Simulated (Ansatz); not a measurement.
OS, SMILES `O=S` (lower triplet) (charge 0, multiplicity 3). The linear singlet lies higher and needs more than one determinant, so no gap is given.

All values below come from r2SCAN0/cc-pVTZ // B3LYP-D3(BJ)/def2-TZVP in Ansatz (a first-principles code).

Ansatz 0.2 input:
```yaml
crystal:
  periodic: [false, false, false]
  atoms:
    - { symbol: O, position_ang: [0.744952, -0.000004, -0.000003] }
    - { symbol: S, position_ang: [-0.744952, 0.000004, 0.000003] }
basis:
  gaussian: { orbitals: cc-pVTZ }
hamiltonian:
  xc: r2scan0
magnetization:
  spin_polarized: true
  initial_magnetization: 2
```

Output:

```
Functional definition: r2SCAN0
451 factors; their error is unknown
mean field evaluation 1: about -12876.6531 eV, gradient 3.0e1 eV
mean field evaluation 2: about -12861.4319 eV, gradient 6.8e1 eV
mean field evaluation 4: about -12879.9354 eV, gradient 1.5e0 eV
mean field evaluation 8: about -12879.9585 eV, gradient 2.6e-2 eV
mean field evaluation 16: about -12879.9585 eV, gradient 2.6e-5 eV
mean field -12879.95848468 eV, -473.3297439626 hartree, gradient 2.6e-5 eV, S^2 2.017975; 0 other end points of the search recorded, 0 dependent functions left out
reference -12879.95848973 eV, -473.3297441481 hartree; 13, 11 occupied and 51, 53 virtual orbitals, 451 factors
Total energy: -12879.95848973 eV, -473.3297441481 hartree
```
